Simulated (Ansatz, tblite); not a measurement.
Adding an electron: P₅⁺. Charge 1, multiplicity 1. Geometry: B3LYP-D4/def2-SVP. Ansatz, gas phase; energy differences of separate SCF runs; the reduced species was run as a doublet alone.

```xyz
5

P    -0.949    1.008   -0.240
P    -0.020   -0.836   -1.371
P     1.364    0.670   -0.519
P    -0.889   -1.175    0.639
P     0.495    0.332    1.492
```

The xTB rows come from tblite. The structure comes from a short search, and lower isomers may exist.

```csv
level,−HOMO (eV),−LUMO (eV),vertical EA (eV),HOMO–LUMO gap (eV)
GFN1-xTB,18.00,15.95,11.90,2.05
PBE-D4/def2-TZVP,11.40,8.82,6.27,2.58
r2SCAN-D4/def2-TZVP,11.61,8.81,6.36,2.81
```

Estimate the rows for GFN2-xTB, PBE0-D4/def2-TZVP.


| level | −HOMO (eV) | −LUMO (eV) | vertical EA (eV) | HOMO–LUMO gap (eV) |
| --- | --- | --- | --- | --- |
| GFN2-xTB | 15.56 | 13.42 | 11.17 | 2.15 |
| PBE0-D4/def2-TZVP | 12.41 | 8.07 | 6.31 | 4.34 |

 Raw xTB energy differences between charge states are shifted by several eV; the methods need an empirical correction for them.
